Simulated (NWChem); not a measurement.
**Atomisation of NO2**

```xyz
3

O     -1.1093     0.0000    -0.1425
N      0.0000     0.0000     0.3257
O      1.1093     0.0000    -0.1425
```
Charge 0, spin multiplicity 2.

The numbers come from NWChem runs, not from measurements. Structure: optimised with UPBE/def2-SVP, a minimum by its harmonic frequencies.

Basis set: def2-TZVP. The atomisation energy is electronic alone: no zero-point, thermal, spin-orbit or counterpoise terms. No value is extrapolated to the basis-set limit. Free atoms are single determinants with multiplicities O 3, N 4. Correlated methods freeze the same cores in atoms and molecule, 3 orbitals in all.

| method | atomisation energy (kcal/mol) | relative cost |
|---|---|---|
| PBE | 270.0 | 1 |
| LDA (SVWN5) | 323.1 | under 3 |
| PBE0 | 232.9 | under 3 |
| BLYP | 254.9 | under 3 |
| B3LYP | 232.2 | under 3 |
| M06-2X | 223.5 | under 3 |
| HF | 52.0 | under 3 |
| MP2 | 235.0 | 5 |
| CAM-B3LYP | 230.3 | 10 |

The values span 271.1 kcal/mol, from HF (lowest) to LDA (SVWN5) (highest). The cost column gives rough processor time relative to PBE; each entry includes its own SCF. Costs are the molecule's.

B3LYP has NWChem's definition, with VWN1-RPA local correlation. GW and range-separated runs recompute their integrals, the others keep them in memory, which bears on the times. The structure started from a generated list of species. The unpaired electrons of the parent sit in orbitals of symmetry a1 (C2v labels of the run); other states weren't searched. No SCF solution was tested for a lower state. Open-shell Hartree-Fock references start from PBE0 orbitals; any time given for them includes that run.
